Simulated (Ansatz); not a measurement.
CH3FMg: where a starting geometry ends

The starting geometry of this gas-phase triplet was optimised with GFN2-xTB as a singlet; its bonds are those of `[CH3][Mg][F]`.

| atom | x (Å) | y (Å) | z (Å) |
| --- | --- | --- | --- |
| C | 0.0105 | -0.4164 | -0.3870 |
| F | 2.8027 | 1.0018 | -1.4356 |
| Mg | 1.1951 | 0.5186 | -1.8150 |
| H | 0.6930 | -1.0370 | 0.1842 |
| H | -0.4177 | 0.3392 | 0.2619 |
| H | -0.7785 | -1.0257 | -0.8119 |

Where would you expect an optimisation with r2SCAN-D4/def2-TZVP to take it?

It falls apart into CH3 + FMg. Contacts that open: C1–Mg3 (2.08 → 3.22 Å).

The energy falls by 1.22 eV over 29 steps:

```csv
step,E − E(last) (eV)
1,1.217
4,0.098
7,0.020
10,0.016
13,0.015
17,0.011
20,0.006
23,0.001
26,0.000
29,0.000
```

Final geometry (Å):

| atom | x (Å) | y (Å) | z (Å) |
| --- | --- | --- | --- |
| C | -0.1733 | -0.4677 | -0.0962 |
| F | 2.7070 | 0.3354 | -1.2764 |
| Mg | 1.5129 | 0.9669 | -2.4285 |
| H | 0.9007 | -0.5102 | 0.0317 |
| H | -0.7454 | 0.3311 | 0.3555 |
| H | -0.6967 | -1.2751 | -0.5895 |

No frequencies were run, so the end isn't proven a minimum. Open shells are spin-unrestricted. The triplet needn't be the ground state. Run with Ansatz 0.2.0, 110 s on 2 threads of Arm Neoverse V2 (shared host).
